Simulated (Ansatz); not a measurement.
# C2Si (SiC2 ring): the cost of one run

Method: CCSD(T) on Hartree-Fock, Gaussian basis cc-pV(T+d)Z, in Ansatz 0.2.0.

## 1. The starting structure

Bond lengths: Si1–C2 1.833 Å, Si1–C3 1.833 Å, C2–C3 1.270 Å. Angles: Si1–C2–C3 69.7°, C2–Si1–C3 40.5°, Si1–C3–C2 69.7°.

Structure file:

```xyz
3

Si    0.0000    0.0000    0.0000
C     0.6350    0.0000    1.7200
C    -0.6350    0.0000    1.7200
```

## 2. Relaxing the atoms: C2Si (SiC2 ring)

Contents of input.yaml:

```yaml
relax:
  f_tol: 0.0003
  max_steps: 200
  escape_saddle: false
crystal:
  periodic: [false, false, false]
  atoms:
    - { symbol: Si, position_ang: [0.0, 0.0, 0.0] }
    - { symbol: C, position_ang: [0.635, 0.0, 1.72] }
    - { symbol: C, position_ang: [-0.635, 0.0, 1.72] }
basis:
  gaussian: { orbitals: "cc-pV(T+d)Z.json" }
hamiltonian:
  xc: hf
correlation:
  method: ccsd_t
```

Command:

```
ansatz run input.yaml --threads 4 --pin off --max-ram 8192MiB --backend cpu --events-out ev --progress --plain --runs-dir out
```

Q: Estimate wall time and peak memory on 4 threads of Intel Xeon Platinum 8488C (Sapphire Rapids), shared host.

About 28 s, with a peak of 0.54 GiB.
